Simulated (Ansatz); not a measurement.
```yaml
crystal:
  periodic: [false, false, false]
  atoms:
    - {symbol: C, position_ang: [-2.190971, -0.237288, 0.000000]}
    - {symbol: Ga, position_ang: [-0.349571, 0.112712, 0.000000]}
    - {symbol: Si, position_ang: [1.817329, -0.237288, 0.000000]}
    - {symbol: H, position_ang: [-0.349571, 1.642712, 0.000000]}
basis:
  gaussian: {orbitals: def2-TZVP}
hamiltonian: {xc: pbe0}
relax: {f_tol: 0.004, max_steps: 80}
```

```sh
$ ansatz run in.yaml --threads 1 --pin off --events-out ev --progress --plain --max-ram 2176MiB
```

Steps of the relaxation (energy above the last step; positions in Å, forces in eV/Å):

```
4
step 1, 5871.6 meV
C    -2.191   -0.237    0.000   -0.095   -0.132    0.000
Ga   -0.350    0.113    0.000   -1.061   -0.652    0.000
Si    1.817   -0.237    0.000    1.075   -0.213    0.000
H    -0.350    1.643    0.000    0.081    0.998    0.000
```

```
4
step 2, 5789.8 meV
C    -2.209   -0.278    0.000   -0.086   -0.135    0.000
Ga   -0.374    0.123    0.000   -0.247   -0.041    0.000
Si    1.849   -0.266    0.000    0.253   -0.087    0.000
H    -0.338    1.702    0.000    0.080    0.263    0.000
```

```
4
step 3, 5762.5 meV
C    -2.217   -0.355    0.000    0.051   -0.114    0.000
Ga   -0.401    0.164    0.000   -0.037    0.295    0.000
Si    1.841   -0.297    0.000   -0.086   -0.028    0.000
H    -0.297    1.769    0.000    0.072   -0.154    0.000
```

```
4
step 5, 5674.4 meV
C    -2.151   -0.624    0.000    0.444    0.092    0.000
Ga   -0.525    0.361    0.000    0.133    0.146    0.000
Si    1.704   -0.366    0.000   -0.518    0.054    0.000
H    -0.101    1.910    0.000   -0.059   -0.292    0.000
```

```
4
step 6, 5546.9 meV
C    -1.995   -0.740    0.000    0.592    0.144    0.000
Ga   -0.564    0.493    0.000   -0.418    0.075    0.000
Si    1.543   -0.452    0.000   -0.157   -0.182    0.000
H    -0.057    1.981    0.000   -0.018   -0.036    0.000
```

```
4
step 10, 2575.2 meV
C    -1.250   -0.934    0.000    4.586    0.685    0.000
Ga   -0.782    0.853    0.000   -0.425    0.375    0.000
Si    0.944   -0.819    0.000   -3.702   -1.561    0.000
H     0.015    2.180    0.000   -0.460    0.500    0.000
```

```
4
step 11, 1054.2 meV
C    -1.055   -0.927    0.000    3.064    1.018    0.000
Ga   -0.804    0.893    0.000   -0.303    0.032    0.000
Si    0.792   -0.892    0.000   -2.178   -1.706    0.000
H    -0.007    2.207    0.000   -0.583    0.656    0.000
```

```
4
step 12, 689.9 meV
C    -0.889   -0.879    0.000   -4.354    1.480    0.000
Ga   -0.780    0.921    0.000    0.016   -0.009    0.000
Si    0.696   -1.061    0.000    4.889   -1.827    0.000
H    -0.099    2.300    0.000   -0.551    0.356    0.000
```

```
4
step 13, 194.6 meV
C    -0.914   -0.836    0.000    0.669    0.362    0.000
Ga   -0.716    0.950    0.000    0.377   -0.011    0.000
Si    0.756   -1.246    0.000   -0.586   -0.343    0.000
H    -0.199    2.413    0.000   -0.460   -0.009    0.000
```

```
4
step 14, 55.8 meV
C    -0.864   -0.778    0.000    1.038   -0.474    0.000
Ga   -0.592    0.977    0.000    0.146    0.610    0.000
Si    0.734   -1.440    0.000   -1.013    0.246    0.000
H    -0.351    2.522    0.000   -0.171   -0.381    0.000
```

```
4
step 16, 0.3 meV
C    -0.759   -0.723    0.000    0.061   -0.029    0.000
Ga   -0.554    1.036    0.000   -0.014    0.018    0.000
Si    0.685   -1.599    0.000   -0.050    0.020    0.000
H    -0.445    2.567    0.000    0.003   -0.009    0.000
```

```
4
step 17, 0.0 meV
C    -0.746   -0.718    0.000    0.005   -0.001    0.000
Ga   -0.556    1.042    0.000   -0.003    0.006    0.000
Si    0.681   -1.617    0.000   -0.003    0.003    0.000
H    -0.452    2.574    0.000    0.002   -0.007    0.000
```

```
4
step 18, 0.0 meV
C    -0.747   -0.718    0.000    0.001   -0.001    0.000
Ga   -0.557    1.042    0.000    0.001   -0.001    0.000
Si    0.681   -1.615    0.000   -0.002    0.001    0.000
H    -0.450    2.573    0.000    0.000    0.000    0.000
```

Close pairs at the end: Ga2–H4 1.535 Å, C1–Si3 1.686 Å, C1–Ga2 1.770 Å, Ga2–Si3 2.931 Å.

A stationary point of restricted PBE0 after 18 steps (its stability towards spin polarisation wasn't tested); no frequencies were run, so it isn't proven a minimum. 1.7 min on 1 thread of Intel Xeon Platinum 8259CL, shared host.
